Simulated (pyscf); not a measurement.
Elementary routes open to H₂N–Si:–OH [singlet] + H₂ in the gas phase (singlet surface):
A. HO–SiH: [singlet] + NH₃ (N–Si, H–H broken; H–Si, H–N formed)
B. H₂N–SiH: [singlet] + H₂O (O–Si, H–H broken; H–Si, H–O formed)

PySCF, gas phase, ωB97X-D3(BJ)/def2-SVP geometries.

Task: Rank the routes by free-energy barrier at 1200 K, lowest first, for ωB97M-D3(BJ)/def2-TZVP energies (ideal gas, 1 atm, RRHO with modes under 100 cm⁻¹ raised to 100, one conformer, R ln 2 for chiral ones without a mode under 150 cm⁻¹).

Result: A (3.16 eV), B (3.39 eV)

Route A is the fastest of these, ahead of the next by 0.23 eV. The most stable products are those of A (ΔG = +0.98 eV), so kinetics and thermodynamics agree. At 298 K A is still the fastest. A: On the product side the descent ends in an adduct with a N–Si contact (not fully relaxed), 0.87 eV under the separated species and 1.39 eV under the saddle at ωB97X-D3(BJ)/def2-TZVP. B: On the product side the descent ends in a complex, 0.31 eV under the separated species and 0.89 eV under the saddle at ωB97X-D3(BJ)/def2-TZVP. Only these routes are compared; each barrier is that of the saddle found, and lower ones may exist.
